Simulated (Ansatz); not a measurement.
## AlFH, SMILES [F][AlH]: harmonic frequencies at the relaxed geometry, step by step

Program: the Python package of Ansatz (0.2.0).

Input file `alfh.xyz`:
```text
3

F     0.98710    0.98400    0.63860
Al   -0.46090    0.26540   -0.22050
H    -0.53710   -1.31430   -0.43130
```

Run as a notebook:

**Cell 1**
```python
import warnings

import ansatz
import numpy as np
```

**Cell 2**
```python
SETTINGS = {
    "basis_set": "def2-SVP",
    "functional": "cam_b3lyp",
}
```

**Cell 3**
```python
warnings.simplefilter("ignore", ansatz.DeckWarning)
```

**Cell 4**
```python
geometry = ansatz.Crystal.molecule_from_extxyz("alfh.xyz")

model = (
    geometry.calculation()
    .basis(gaussian=SETTINGS["basis_set"])
    .functional(SETTINGS["functional"])
    .spin("collinear", total=1)
)
symbols = [site.symbol for site in geometry.cartesian_sites]
start = np.array([site.position_ang for site in geometry.cartesian_sites], dtype=float)
def progress(event):
    if event["event"] == "relax_step":
        row = event["data"]
        print(f"step {row['step']:3d}  E = {row['lagrangian_ev']:.6f} eV  largest force component {row['allowed_force_max_ev_ang']:.4f} eV/A")
```

**Cell 5**
```python
data = model.relax(force_tolerance=0.003).session().plan().execute(on_event=progress).report
end = np.array(data["positions_ang"])
```
Output:
```text
step   1  E = -9325.265811 eV  largest force component 2.5459 eV/A
step   2  E = -9325.491621 eV  largest force component 1.6680 eV/A
step   3  E = -9325.565289 eV  largest force component 0.8722 eV/A
step   4  E = -9325.581163 eV  largest force component 0.0735 eV/A
step   5  E = -9325.582137 eV  largest force component 0.0119 eV/A
step   6  E = -9325.582161 eV  largest force component 0.0006 eV/A
```

**Cell 6**
```python
print("final positions (A) and the move of each atom")
for symbol, xyz, old in zip(symbols, end, start):
    print(f"{symbol:2s} {xyz[0]:10.5f} {xyz[1]:10.5f} {xyz[2]:10.5f}   {np.linalg.norm(xyz - old):7.4f}")
```
Output:
```text
final positions (A) and the move of each atom
F     0.91166    0.90212    0.58907    0.1219
Al   -0.43195    0.31303   -0.19975    0.0595
H    -0.49061   -1.28005   -0.40252    0.0645
```

**Cell 7**
```python
# same settings at the minimum
minimum = ansatz.Crystal.molecule()
for symbol, place in zip(symbols, end):
    minimum = minimum.atom(symbol, place.tolist())
vibrating = minimum.calculation()
vibrating = vibrating.basis(gaussian=SETTINGS["basis_set"])
vibrating = vibrating.functional(SETTINGS["functional"])
vibrating = vibrating.spin("collinear", total=1)
vibrating = vibrating.phonons(temperatures=(200, 600, 100))
vib = vibrating.run().report["vibrations"]
sums = vib["harmonic_sums"]
modes = [m["omega_inv_cm"] for m in sums["modes_at_gamma"] if m["rigid_motion"] == "no"]
print("frequencies (1/cm):", " ".join(f"{w:.0f}" for w in modes))
print("imaginary modes:", sum(w < 0 for w in modes), " zero-point energy:", round(sums["zero_point_energy_ev"], 4), "eV")
print("T (K)   F_vib (eV)   S_vib (meV/K)   C_vib (meV/K)")
for row in zip(sums["temperatures_k"], sums["vibrational_free_energy_ev"], vib["entropy_ev_per_k"], vib["heat_capacity_ev_per_k"]):
    print(f"{row[0]:6.1f} {row[1]:11.4f} {1000 * row[2]:13.4f} {1000 * row[3]:15.4f}")
```
Output:
```text
frequencies (1/cm): 593 854 1804
imaginary modes: 0  zero-point energy: 0.2016 eV
T (K)   F_vib (eV)   S_vib (meV/K)   C_vib (meV/K)
 200.0      0.2013        0.0078          0.0297
 300.0      0.1996        0.0279          0.0717
 400.0      0.1956        0.0535          0.1067
 500.0      0.1889        0.0804          0.1343
 600.0      0.1795        0.1069          0.1563
```

Reading the output:
- Total energies depend on the basis set; only differences at equal settings carry meaning.
- The frequencies are harmonic and unscaled, in a modest basis.
- The run takes the species as open-shell (spin multiplicity 2), which needn't be its ground state.
- Wall time of the script: 16 s on 1 thread of Arm Neoverse V1 (shared host), peak memory 0.18 GiB.
